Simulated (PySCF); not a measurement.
Bond length, frequency and bond energy of MgH by level of theory

State: ²Σ⁺ (doublet), unpaired electrons σ ↑. Set-up: PySCF, no relativity, basis sets Mg cc-pVTZ, H cc-pVTZ. De refers to Mg + H in their ground configurations, without counterpoise correction. The functionals are run spin-unrestricted. A positive dipole means Mg(−)H(+).

```tsv
Level	Re (Å)	ωe (cm⁻¹)	De (eV)	μ (D)
UHF	1.737	1544	1.17	-1.41
UHF-MP2	1.723	1601	1.36	n/a
UHF-SCS-MP2	1.723	1598	1.39	n/a
UHF-CCSD	1.733	1545	1.38	n/a
UHF-CCSD(T)	1.734	1542	1.39	n/a
LDA	1.754	1411	1.58	-1.15
PBE	1.758	1413	1.40	-1.15
revPBE	1.762	1409	1.42	-1.17
r²SCAN	1.747	1461	1.62	-1.31
PBE0	1.744	1468	1.41	-1.22
MN15	1.738	1478	1.28	-1.59
```

Measured (Huber and Herzberg, Constants of Diatomic Molecules (1979)): Re = 1.7297 Å, ωe = 1495.2 cm⁻¹.

The bond length runs from 1.723 Å (UHF-SCS-MP2) to 1.762 Å (revPBE). De spans 1.17 eV (UHF, mean field) to 1.62 eV (r²SCAN, meta-GGA). Correlation at CCSD(T) changes the Hartree–Fock bond energy by +0.22 eV; the triples alone change it by +0.01 eV.

Correlated steps freeze 1 core orbital. The state is the lowest determinant that a PBE0 search found; another state may lie lower at other levels.
